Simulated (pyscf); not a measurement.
Structures and frequencies: ωB97X-D3(BJ)/def2-SVP in PySCF.

Task: Estimate by transition-state theory the rate constant of H₃C–SiH₂–CH₃ (SMILES C[SiH2]C) + H• (SMILES [H]) → •H₂C–SiH₂–CH₃ (SMILES [CH2][SiH2]C) + H₂ (SMILES [H][H]) (doublet surface; C–H broken, H–H formed) at 900 K, with ωB97M-D3(BJ)/def2-TZVP energies (ideal gas, 1 atm, RRHO with modes under 100 cm⁻¹ raised to 100, one conformer, R ln 2 for chiral ones without a mode under 150 cm⁻¹; no tunnelling).

Result: The electronic barrier is 11.3 kcal/mol and the thermal terms add +16.9, so ΔG‡ = 28.2 kcal/mol. With k_BT/h = 1.88e+13 s⁻¹ and RT = 1.788 kcal/mol, and a volume of 1.23e-19 cm³ per molecule at 1 atm, k = 3.2e-13 cm³ molecule⁻¹ s⁻¹. Wigner's tunnelling factor for 1417i cm⁻¹ would be 1.21. A shift of 1 kcal/mol in the barrier changes k by a factor 1.7. The same reactants have a lower exit, to H₃C–SiH•–CH₃ + H₂ (barrier +4.5 kcal/mol at ωB97M-D3(BJ)/def2-TZVP, against +11.3 kcal/mol here). •H₂C–SiH₂–CH₃ lies 9.5 kcal/mol over its isomer H₃C–SiH•–CH₃ (electronic energy, ωB97M-D3(BJ)/def2-TZVP). One saddle was located; it need not be the lowest between these sides. The angle at the transferred H is 177°.
